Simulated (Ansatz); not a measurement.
# CO2, singlet: the ladder up to RCCSDTQ

Geometry: MP2(full)/6-31G*, from the G2/97 set.

```xyz
3

C     0.0000    0.0000    0.0000
O     0.0000    0.0000   -1.1787
O     0.0000    0.0000    1.1787
```

Basis 6-31G; Ansatz 0.2.0. Correlated methods freeze the noble-gas cores, which leaves 16 electrons in 24 orbitals. R marks a restricted (for open shells ROHF) determinant. Active spaces: valence = (16e, 12o) chosen from the atoms' valence shells.

Full CI isn't at hand for all of this; RCCSDTQ serves as the reference, and is uncertain by about the last step of the cluster series.

```
UHF ⟨S²⟩                          : 0.000
T1 diagnostic (RCCSD)             : 0.0211
largest doubles amplitude (RCCSD) : 0.076
```

```json
{"level": "RHF", "E − E(RCCSDTQ) (meV)": "9706", "share of correlation (%)": "0.00", "wall time": "–"}
{"level": "RMP2", "E − E(RCCSDTQ) (meV)": "12", "share of correlation (%)": "99.87", "wall time": "–"}
{"level": "CISD", "E − E(RCCSDTQ) (meV)": "1290", "share of correlation (%)": "86.71", "wall time": "1.2 s"}
{"level": "RCCSD", "E − E(RCCSDTQ) (meV)": "473", "share of correlation (%)": "95.12", "wall time": "–"}
{"level": "RCCSD(T)", "E − E(RCCSDTQ) (meV)": "42", "share of correlation (%)": "99.57", "wall time": "0.31 s"}
{"level": "BCCD(T)", "E − E(RCCSDTQ) (meV)": "28", "share of correlation (%)": "99.71", "wall time": "0.37 s"}
{"level": "RCCSDT", "E − E(RCCSDTQ) (meV)": "47", "share of correlation (%)": "99.51", "wall time": "–"}
{"level": "CISDTQ", "E − E(RCCSDTQ) (meV)": "113", "share of correlation (%)": "98.83", "wall time": "11 s (H100)"}
{"level": "RCCSDT(Q)", "E − E(RCCSDTQ) (meV)": "-8", "share of correlation (%)": "100.09", "wall time": "2 s"}
{"level": "CASSCF (valence space)", "E − E(RCCSDTQ) (meV)": "4195", "share of correlation (%)": "56.78", "wall time": "–"}
{"level": "NEVPT2 (valence space)", "E − E(RCCSDTQ) (meV)": "751", "share of correlation (%)": "92.26", "wall time": "12 s"}
{"level": "MRCISD (valence space)", "E − E(RCCSDTQ) (meV)": "227", "share of correlation (%)": "97.66", "wall time": "–"}
{"level": "MRCISD+Q (valence space)", "E − E(RCCSDTQ) (meV)": "47", "share of correlation (%)": "99.52", "wall time": "21 s (H100)"}
```

The correlation energy at RCCSDTQ, counted from RHF, is -9.706 eV. That run took 4.9 s on 5 threads of AMD EPYC 7R13 with a whole H100 80 GB, shared host.

Times hold each run's SCF and search for its determinant on a shared host, so for small cases they say little of a method's own cost; rows without a card ran on 1 thread of AMD EPYC 7R13.

Natural occupations of CASSCF (valence space) about the gap: 1.974 1.974 1.970 1.951 1.951 0.075 0.075 0.038 0.016; effectively unpaired electrons, Σ n²(2−n)², 0.08.

Atomization energy (electronic, same basis, no zero-point term; atoms at the same level, unrestricted beside the R rows where the molecule is a closed shell, with restricted open-shell steps beyond CCSDT(Q)) at RCCSDTQ: 1254.7 kJ/mol. Errors of other levels:

| level | error (kJ/mol) |
| --- | --- |
| RHF | -532.1 |
| RMP2 | 80.6 |
| CISD | -116.0 |
| RCCSD | -42.2 |
| RCCSD(T) | -3.2 |
| BCCD(T) | -1.6 |
| RCCSDT | -4.5 |
| CISDTQ | -10.6 |
| RCCSDT(Q) | 0.8 |
| CASSCF (valence space) | -35.9 |
| NEVPT2 (valence space) | 38.7 |
| MRCISD (valence space) | -14.7 |
| MRCISD+Q (valence space) | -4.0 |

This basis is far from its limit, so the value isn't to be set against a measured one. Truncated CI isn't size-consistent, which counts against it in atomization.
